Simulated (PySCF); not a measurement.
# Silicon: a sound run and one with changed settings

Sound run: Si [Ne] 3s2 3p2, Si⁺ [Ne] 3s2 3p1. Calculation: PySCF 2.14, in cc-pVDZ-DK; scalar relativity by spin-free X2C-1e. The sound run starts from symmetry-adapted Hartree-Fock orbitals and uses a fine grid where one is needed.

Changed run: radial step 1.2 in ln r (0.13 in the sound run). This setting is unsound on purpose.

```csv
species,method,sound run (hartree),changed run (hartree),converged
Si,UHF,-289.45207,-289.45207,yes
Si,BP86,-290.00322,-289.49260,yes
Si,MN15,-289.94192,-289.07320,yes
Si⁺,UHF,-289.17161,-289.17161,yes
Si⁺,BP86,-289.70012,-289.09021,yes
Si⁺,MN15,-289.64589,-288.72434,yes
```

Ionisation energy of Si:

| method | sound run (eV) | changed run (eV) |
| --- | --- | --- |
| UHF | 7.632 | 7.632 |
| BP86 | 8.248 | 10.949 |
| MN15 | 8.055 | 9.493 |

A coarse radial grid mis-integrates the density and the exchange-correlation energy, with errors of either sign; Hartree-Fock needs no grid.

For comparison, NIST gives 8.152 eV between the lowest levels.
